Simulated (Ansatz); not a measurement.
Cartesian coordinates in Å:
```
Al 0.496 -1.475 1.606
O 0.130 -0.354 0.398
Si -0.023 0.580 -0.926
H -0.385 -1.377 2.948
H -1.253 1.409 -0.823
H 1.153 1.481 -1.057
H -0.118 -0.265 -2.147
```

Charge 0, multiplicity 2.

Q: List the B3LYP/def2-TZVPP orbital energies in eV (the Gaussian-basis code of Ansatz). (Estimate.)

A: Ansatz gave: α occupied: -1799.29, -1524.93, -520.31, -143.73, -112.84, -99.08, -99.03, -99.03, -73.53, -73.45, -73.36, -26.54, -15.15, -12.25, -10.69, -10.63, -9.90, -8.66, -8.63, -5.53. α empty: -1.67, -0.15, 1.21, 1.51, 1.71, 1.72, 2.03, 3.34. β occupied: -1799.29, -1524.86, -520.26, -143.73, -112.74, -99.08, -99.03, -99.03, -73.47, -73.31, -73.27, -26.44, -15.09, -12.14, -10.61, -10.56, -9.29, -8.62, -8.54. β empty: -2.72, -1.20, -0.01, 1.36, 1.62, 1.71, 1.74, 2.33. ⟨S²⟩ = 0.753.

B3LYP here is the variant with VWN-RPA as its local correlation; programs differ in this.
